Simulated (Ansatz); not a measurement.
C₃H₆F₂, SMILES `CC(C)(F)F`, 11 atoms. Total charge 0; spin multiplicity 1. All runs use 4 threads of an Arm Neoverse V2 on a shared host. Correlated methods freeze the cores.

**Question.** How many basis functions does each run have, and how long does it take in Ansatz? RHF-MP2/def2-QZVPP energy; RKS PBE-QIDH (frozen core)/def2-TZVPP energy; RHF-CCSD(T)/def2-TZVPP energy; RKS PBE0-D4/def2-TZVP relaxation (5 steps); RKS r2SCAN-D4/def2-TZVPP energy and forces; direct RPA on PBE orbitals/def2-TZVPP energy; RKS PBE0-D4/def2-SVP energy; RHF-CCSD(T)/def2-SVP energy; RKS B2PLYP (frozen core)/def2-TZVPP energy; RKS ωB97M-V/def2-SVP energy; RKS BLYP-D4/def2-TZVPP energy; RKS PBE0-D4/def2-TZVP frequencies. (Best estimate.)

**Answer.** Computed: Other jobs shared the machine, so times are rough.

| level | job | functions | wall time | peak host memory (GiB) |
| --- | --- | --- | --- | --- |
| RKS PBE0-D4/def2-SVP | energy | 100 | 0.8 s | 0.19 |
| RKS BLYP-D4/def2-TZVPP | energy | 239 | 1.4 s | 0.27 |
| RKS ωB97M-V/def2-SVP | energy | 100 | 3.1 s | 0.27 |
| RKS r2SCAN-D4/def2-TZVPP | energy and forces | 239 | 3.6 s | 0.29 |
| RKS B2PLYP (frozen core)/def2-TZVPP | energy | 239 | 4 s | 0.61 |
| RKS PBE-QIDH (frozen core)/def2-TZVPP | energy | 239 | 4 s | 0.61 |
| direct RPA on PBE orbitals/def2-TZVPP | energy | 239 | 4.2 s | 0.57 |
| RHF-CCSD(T)/def2-SVP | energy | 100 | 4.5 s | 0.48 |
| RKS PBE0-D4/def2-TZVP | relaxation (5 steps) | 191 | 13 s | 0.44 |
| RHF-MP2/def2-QZVPP | energy | 465 | 18 s | 2.9 |
| RKS PBE0-D4/def2-TZVP | frequencies | 191 | 110 s | 0.44 |
| RHF-CCSD(T)/def2-TZVPP | energy | 239 | 2.2 min | 5 |
